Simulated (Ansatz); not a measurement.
**P₅ radical: energies up the ladder**

One table from this session's results is given with a row withheld; the runs are named, their logs left out.

Computed with Ansatz 0.2.0 (the levels named in each step, unless a step's input says otherwise).

## The starting structure

Bond lengths: P1–P2 2.109 Å, P2–P3 2.109 Å, P3–P4 2.109 Å, P1–P5 2.109 Å, P4–P5 2.109 Å. Angles: P1–P2–P3 108.0°, P2–P1–P5 108.0°, P2–P3–P4 108.0°, P3–P4–P5 108.0°, P1–P5–P4 108.0°.

As a file:

```xyz
5

P     0.6796   -1.6604    0.0222
P     1.7821    0.1324    0.1603
P     0.4219    1.7422    0.0765
P    -1.5213    0.9444   -0.1134
P    -1.3620   -1.1587   -0.1464
```

The first run:

File input.yaml:

```yaml
crystal:
  periodic: [false, false, false]
  atoms:
    - { symbol: P, position_ang: [0.67956, -1.66038, 0.02225] }
    - { symbol: P, position_ang: [1.78212, 0.13241, 0.16027] }
    - { symbol: P, position_ang: [0.42188, 1.74222, 0.07645] }
    - { symbol: P, position_ang: [-1.52135, 0.94435, -0.11336] }
    - { symbol: P, position_ang: [-1.36203, -1.15871, -0.14635] }
magnetization:
  spin_polarized: true
  initial_magnetization: 1
basis:
  gaussian: { orbitals: def2-SVPD }
hamiltonian:
  xc: pbe
  dispersion: d4
relax:
  f_tol: 0.03
  max_steps: 200
```

The run is started by

```bash
ansatz run input.yaml --threads 4 --pin off --max-ram 10240MiB --backend cpu --events-out ev --progress --plain --runs-dir out
```

Among the steps run: A rough first relaxation, PBE-D4/def2-SVPD; Relaxation, PBE0-D4/def2-TZVPPD; Frequencies, PBE0-D4/def2-TZVPPD; Single point, PBE-D4/def2-TZVPPD; Single point, r2SCAN-D4/def2-TZVPPD; Single point, B3LYP-D4/def2-TZVPPD; Single point, wB97M-V/def2-TZVPPD; Single point, B2PLYP/def2-TZVPPD; Single point, LDA/def2-TZVPPD; Single point, PBE0-D4/def2-SVPD; Single point, PBE-D4/def2-SVPD; The anion of multiplicity 1 at the same geometry, PBE0-D4/def2-TZVPPD; The anion of multiplicity 1 at the same geometry, PBE-D4/def2-TZVPPD; The anion of multiplicity 1 at the same geometry, r2SCAN-D4/def2-TZVPPD; The anion of multiplicity 1 at the same geometry, B3LYP-D4/def2-TZVPPD; The anion of multiplicity 1 at the same geometry, wB97M-V/def2-TZVPPD; The anion of multiplicity 1 at the same geometry, B2PLYP/def2-TZVPPD.

One of the session's tables, all rows but one given; the rest of the session is left out.

```
                level  vertical electron affinity (eV)
   PBE-D4/def2-TZVPPD                                ?
r2SCAN-D4/def2-TZVPPD                            3.249
 B3LYP-D4/def2-TZVPPD                            3.358
  wB97M-V/def2-TZVPPD                            3.521
   B2PLYP/def2-TZVPPD                            3.283
```

Q: Estimate the row for PBE-D4/def2-TZVPPD from the others.

The run gave: vertical electron affinity (eV): 3.180. In the column «vertical electron affinity (eV)» it is the lowest.
